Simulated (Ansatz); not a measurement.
Geometry optimisation, UKS PBE-D4/def2-SVP (Ansatz 0.2.0).

input.yaml

```yaml
crystal:
  periodic: [false, false, false]
  atoms:
    - { symbol: B, position_ang: [0.0, 0.0, 0.0] }
    - { symbol: H, position_ang: [0.0, 0.0, 1.44] }
    - { symbol: H, position_ang: [1.0305, 0.0, -0.595] }
    - { symbol: H, position_ang: [-1.0305, 0.0, -0.595] }
    - { symbol: Si, position_ang: [0.0, 0.0, 3.2] }
    - { symbol: H, position_ang: [-0.7436, -1.1581, 3.6874] }
    - { symbol: H, position_ang: [1.3747, -0.0649, 3.6874] }
    - { symbol: H, position_ang: [-0.6311, 1.223, 3.6874] }
magnetization:
  spin_polarized: true
  initial_magnetization: 1
basis:
  gaussian: { orbitals: def2-SVP }
hamiltonian:
  xc: pbe
  dispersion: d4
relax:
  f_tol: 0.15
  max_steps: 25
  restrain:
    - { distance: [1, 4], at: 1.46, k: 30.0 }
    - { distance: [0, 1], at: 2.39, k: 30.0 }
```

Run as:

```bash
$ ansatz run input.yaml --threads 1 --pin off --max-ram 2048MiB --backend cpu --events-out ev --progress --plain --runs-dir out
```

Problem. Where does it end, and by what steps?

Solution. The forces met the threshold. The restraints hold the end off the free minimum; the threshold counts their pulls, which the force column leaves out. Restrained pairs: H2–Si5 (1.76 → 1.48 Å), B1–H2 (1.44 → 2.38 Å). After 6 steps the energy has fallen by 0.056 eV (the restraints' own energy left out); B1 moved furthest, 0.65 Å.

| step | energy less start (eV) | largest force component (eV/Å) | accepted |
| --- | --- | --- | --- |
| 0 | 0.0000 | 1.192 | yes |
| 1 | 0.2456 | 1.461 | yes |
| 2 | 0.3340 | 2.435 | yes |
| 3 | 0.0943 | 1.535 | yes |
| 4 | -0.0251 | 0.982 | yes |
| 5 | -0.0306 | 0.660 | no |
| 6 | -0.0564 | 0.741 | yes |

```xyz
8
Properties=species:S:1:pos:R:3
B 0.002 -0.348 -0.554
H -0.006 -0.004 1.804
H 1.095 0.163 -0.658
H -1.092 0.160 -0.660
Si -0.001 0.005 3.282
H -0.768 -1.187 3.775
H 1.419 -0.059 3.761
H -0.650 1.270 3.762
```

Time of the run: 12 s on 1 thread of Intel(R) Xeon(R) 6975P-C (Granite Rapids), on a shared host, peak memory 0.13 GiB.
